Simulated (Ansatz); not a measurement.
# A ladder of methods for AlHOF (SMILES [O][AlH][F])

The species is AlHOF (4 atoms), meant as a doublet with charge 0. SMILES: `[O][AlH][F]`. Geometry: relaxed at PBE0-D4/def2-TZVP.

Quantity: the vertical energy of the quartet above the doublet, in eV. The values are calculated.

| level | kind | program | value (eV) | less FCI/STO-3G | CPU time (all runs) |
| --- | --- | --- | --- | --- | --- |
| U-revPBE/STO-3G | GGA | Ansatz | 6.91 | -0.69 | 8.1 s |
| U-r2SCAN/STO-3G | meta-GGA | Ansatz | 7.21 | -0.39 | 25 s |
| U-r2SCAN0/STO-3G | hybrid meta-GGA | Ansatz | 7.57 | -0.03 | 21 s |
| UB3LYP/STO-3G | global hybrid | Ansatz | 7.40 | -0.20 | 12 s |
| UBHLYP/STO-3G | global hybrid | Ansatz | 7.85 | +0.25 | 5.8 s |
| UCCSD/STO-3G | coupled cluster or CI | Ansatz | 7.55 | -0.05 | 0.92 s |
| UCCSDT(Q)/STO-3G | coupled cluster or CI | Ansatz | 7.60 | 0.00 | 4.4 s |
| UCCSDT/STO-3G | coupled cluster or CI | Ansatz | 7.60 | 0.00 | 3.5 s |
| FCI/STO-3G | exact in the basis | Ansatz | 7.60 | 0.00 | 23 s |

FCI/STO-3G is exact within its basis and frozen core, so for wave-function methods in that basis the difference is their error; functionals converge differently with the basis, so for them it is only a difference. The values span 6.91 to 7.85 eV. All rows use very small basis sets, so none should be taken for the real molecule's value. In so small a basis fixed costs decide the times, and correlated methods can beat functionals. CPU times are rough (shared hosts, several kinds of processor and program).
